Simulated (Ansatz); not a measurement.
Reaction (SMILES): [SiH4] (SiH4) → 4 H atom + Si atom
B3LYP-D3(BJ)/def2-TZVP geometries, fixed; electronic energies without zero-point terms.

Energies in hartree at MP2 with Ansatz (a first-principles code); the atomisation energy is their sum with the coefficients shown, times 627.509 kcal/mol a hartree. All functions are spherical. Cores are frozen. Open shells are unrestricted. No added dispersion term, no relativity.

| species | coefficient | part | cc-pV(D+d)Z | cc-pV(T+d)Z | cc-pV(Q+d)Z |
|---|---|---|---|---|---|
| [SiH4] (SiH4) | -1 | Hartree-Fock | -291.25001 | -291.26356 | -291.26757 |
| [SiH4] (SiH4) | -1 | correlation | -0.11620 | -0.14301 | -0.15283 |
| H atom | +4 | Hartree-Fock | -0.49928 | -0.49981 | -0.49995 |
| Si atom | +1 | Hartree-Fock | -288.85023 | -288.85649 | -288.85845 |
| Si atom | +1 | correlation | -0.04548 | -0.05613 | -0.05985 |

Problem. Predict the atomisation energy in cc-pV(5+d)Z (X = 5): let each Hartree-Fock step shrink by the ratio of the last two, and fit each correlation energy at X = 3 and 4 to E + A/X^3. Compare with the run.

Solution. 
- [SiH4] (SiH4): steps -0.01355 and -0.00401, ratio 0.296, so Hartree-Fock -291.26876 (run: -291.26831); A = (-0.14301 - (-0.15283))/(1/27 - 1/64) = 0.4586, correlation -0.15283 - A/64 + A/125 = -0.15633 (run: -0.15652).
- H atom: steps -0.00053 and -0.00014, ratio 0.264, so Hartree-Fock -0.49999 (run: -0.49999).
- Si atom: steps -0.00626 and -0.00196, ratio 0.313, so Hartree-Fock -288.85906 (run: -288.85883); A = (-0.05613 - (-0.05985))/(1/27 - 1/64) = 0.1737, correlation -0.05985 - A/64 + A/125 = -0.06117 (run: -0.06164).
Predicted 316.83 kcal/mol; the run in cc-pV(5+d)Z gives 316.52, a miss of 0.31. Keeping the value in cc-pV(Q+d)Z, 315.20, would miss by -1.32. All sums are of the energies as printed.
